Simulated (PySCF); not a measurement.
Species: dimethylformamide, C3H7NO.
Cartesian coordinates in Å at the PBE0-D3(BJ)/def2-TZVP level; atoms count from 1:
```xyz
12
C3H7NO angstrom
C      1.2752    0.0903    0.4741
N     -0.0654    0.1355   -0.0378
C     -0.8045   -1.0976   -0.1055
C     -0.6171    1.2876   -0.4824
O     -1.7284    1.4066   -0.9468
H      1.7036    1.0934    0.4670
H      1.2908   -0.2848    1.5028
H      1.9104   -0.5613   -0.1358
H     -1.8028   -0.8766   -0.4783
H     -0.3159   -1.8085   -0.7802
H     -0.8776   -1.5566    0.8852
H      0.0755    2.1437   -0.3729
```

Computed with TDDFT CAM-B3LYP/aug-cc-pVTZ, vertical, gas phase, core orbitals frozen in the response in PySCF 2.14.0, density-fitted response routines. The structure is a single PBE0-D3(BJ)/def2-TZVP conformer in the gas phase; no vibrational or solvent corrections.

Transition dipole moments from the ground state, in atomic units and in the frame of the coordinates above (overall signs are arbitrary), for the states with f of 0.002 or more among the lowest 9:

```csv
state,E (eV),μx,μy,μz
S2,6.132,-0.155,0.084,0.355
S3,6.643,-0.422,0.719,-0.281
S4,6.845,0.410,-0.268,0.212
S5,6.888,0.039,-0.020,-0.164
S7,7.396,0.465,-0.055,0.213
S8,7.417,-0.050,-0.306,0.064
S9,7.434,0.153,-0.237,0.105
```

(1) Work out the oscillator strengths.

(2) Which bond between heavy atoms lies closest to the direction of the S3 transition dipole?

(3) What angle do the transition dipoles of S2 and S7 make?

(4) What peak molar absorption coefficient would the strongest computed level give as a lone Gaussian band 0.5 eV wide at half height?

## Answers

(1) f = (2/3) ΔE |μ|² with ΔE in hartree (27.2114 eV).

```csv
state,|μ|² (au),|μ| (D),f
S2,0.157,1.01,0.024
S3,0.774,2.24,0.126
S4,0.286,1.36,0.048
S5,0.029,0.43,0.005
S7,0.265,1.31,0.048
S8,0.100,0.81,0.018
S9,0.091,0.76,0.016
```

(2) N2–C4, at 5° from it; next C4–O5 at 50°.

(3) |cos θ| = |μa·μb| / (|μa| |μb|) = 0.01, so θ ≈ 90° (taken between 0 and 90°, since the signs are arbitrary).

(4) ε(max) = 2.175×10⁸ f / FWHM, with the width in cm⁻¹. S3: 2.175×10⁸ × 0.1260 / 4033 ≈ 6800 L mol⁻¹ cm⁻¹.

The run took 2.0 min wall, 4.1 min CPU on Intel Xeon at 2.50 GHz, 2 threads, shared host with 64 logical CPUs at a one-minute load of 63, and the process peaked at 1.9 GiB of memory.
